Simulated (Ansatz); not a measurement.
Species: CHO2, charge -1, multiplicity 1. It need not be the lowest isomer of its formula. Whether it binds its extra electron was not tested at this geometry. 
Coordinates optimised at B3LYP-D3(BJ)/def2-TZVP (Ansatz, a first-principles code):
```
C
O 1 1.2488
O 1 1.2488 2 130.63
H 1 1.1416 2 114.69 3 -180.00
```
Charge -1, spin multiplicity 1.

Basis-set convergence of Hartree-Fock and MP2 correlation energies (hartree) with Ansatz. Valence correlation only, unless marked. No spin-orbit coupling. No relativistic terms.

```
basis        functions       E(HF)  E(corr, MP2)
-----------  ---------  ----------  ------------
aug-cc-pVDZ         78  -188.22998      -0.54244
aug-cc-pVTZ        161  (withheld)    (withheld)
```

### Question
Fill in the missing entries.

### Answer

- aug-cc-pVTZ, E(HF): -188.27446
- aug-cc-pVTZ, E(corr, MP2): -0.65646
